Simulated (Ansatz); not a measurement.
**Reading a saddle point**

A first-order saddle point of SiNH5F, doublet, PBE0-D4/def2-TZVP, with one imaginary mode of 592i cm⁻¹:

```xyz
8
angstrom
H 0.4415 -0.0445 0.3291
Si -0.8049 0.8730 0.0191
F -1.3117 0.5267 -1.4621
N 1.4991 -1.1625 0.3306
H -0.4318 2.3092 0.0556
H -1.9153 0.5890 0.9631
H 0.8436 -1.9430 0.4438
H 1.6795 -1.1479 -0.6792
```

Computed with Ansatz 0.2.0 (basis: def2-TZVPP and def2-QZVPP); correlated methods freeze the cores; orbitals are unrestricted. Extrapolation: Hartree–Fock as exp(−7.88 √X), correlation as X^−2.97.

Which contacts change along the imaginary mode, and what lies on either side? (A judgement: the text doesn't fix the answer.)

By the calculation: The step is SiH₃F ([F][SiH3]) + NH₂ → SiH₂F ([F][SiH2]) + NH₃, with the molecules in contact on both sides. Shortening one way: H1–N4; lengthening the same way: H1–Si2.
```
  pair  one side (Å)  saddle (Å)  other side (Å)
 H1–N4          2.96        1.54            1.01
H1–Si2          1.48        1.58            3.20
```

Which side is lower, and how far does the saddle lie above each? (To be estimated.)

The calculation gives: The side with H1–N4 short is lower by 14.17 kcal/mol; the saddle lies 22.99 kcal/mol above it and 8.82 kcal/mol above the other (CCSD(T) at an estimated basis limit (MP2 extrapolated from triple and quadruple zeta, plus CCSD(T) − MP2 in triple zeta); electronic energies).

The T1 diagnostic stays at or below 0.018. ⟨S²⟩ of the unrestricted Hartree–Fock references: 0.75 to 0.77 (a pure state has 0.75).

Radical steps of this kind take place in plasma deposition and etching.

Labels in which every atom is bracketed show which atoms are joined, not bond orders.

For scale, one of the runs: CCSD(T)/def2-TZVPP, 174 basis functions, launched by `ansatz run in.yaml --threads 4 --pin off --events-out ev --progress --plain --max-ram 9574MiB`. The run took 26 s on 4 CPU threads of an Intel Xeon 6975P-C (shared host), with 4.2 GiB of host memory at its peak.
